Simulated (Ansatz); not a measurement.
## SiH4 (SMILES [SiH4]): from total energies to a heat of formation

The species is SiH4 (5 atoms), meant as a singlet with charge 0. As SMILES, `[SiH4]`. The coordinates come from a PBE0-D4/def2-TZVP relaxation.

Total energies at BLYP/cc-pVTZ (Ansatz 0.2.0); the atoms run unrestricted:

| species | state | energy (Eh) |
| --- | --- | --- |
| SiH4 | singlet | -291.875593 |
| Si | triplet | -289.380887 |
| H | doublet | -0.497555 |

Harmonic wavenumbers at PBE0-D4/def2-TZVP, in cm⁻¹: 907, 907, 907, 968, 968, 2236, 2246, 2246, 2246.

Measured heats of formation of the gaseous atoms at 298.15 K, in kJ/mol: Si 450.0, H 218.0. Spin-orbit lowering of the atoms at 298 K (mean of the ground term's levels less their thermal mean, from spectra), in kJ/mol: Si 0.44. Take 1 Eh = 2625.50 kJ/mol, 1 cm⁻¹ = 0.0119627 kJ/mol, RT = 2.479 kJ/mol.

Question: What heat of formation follows?

Answer: 
1. Electronic atomisation energy: (-289.380887) + 4 × (-0.497555) − (-291.875593) = 0.504486 Eh = 1324.5 kJ/mol.
2. Zero-point energy: half the sum of the wavenumbers, 6815.5 cm⁻¹ = 81.5 kJ/mol.
3. Thermal vibrational enthalpy, Σ hcν̃/(exp(hcν̃/kT) − 1): 0.6 kJ/mol. Translation, rotation and pV of a non-linear molecule: 4 RT = 9.9 kJ/mol.
4. The 5 free atoms carry 5/2 RT each: 31.0 kJ/mol.
5. Spin-orbit coupling lowers the free atoms by 0.44 = 0.4 kJ/mol.
6. Atomisation enthalpy at 298 K: 1324.5 − 0.4 − 81.5 − 0.6 − 9.9 + 31.0 = 1263.1 kJ/mol.
7. Sum of the atoms' heats of formation: 1322.0 kJ/mol. Heat of formation: 1322.0 − 1263.1 = +58.9 kJ/mol.

The tabulated value is +34.3 kJ/mol (NIST-JANAF tables), so this level is off by +24.6 kJ/mol, or 1.9 % of the atomisation enthalpy. Anharmonicity and any spin-orbit splitting of the molecule are left out.
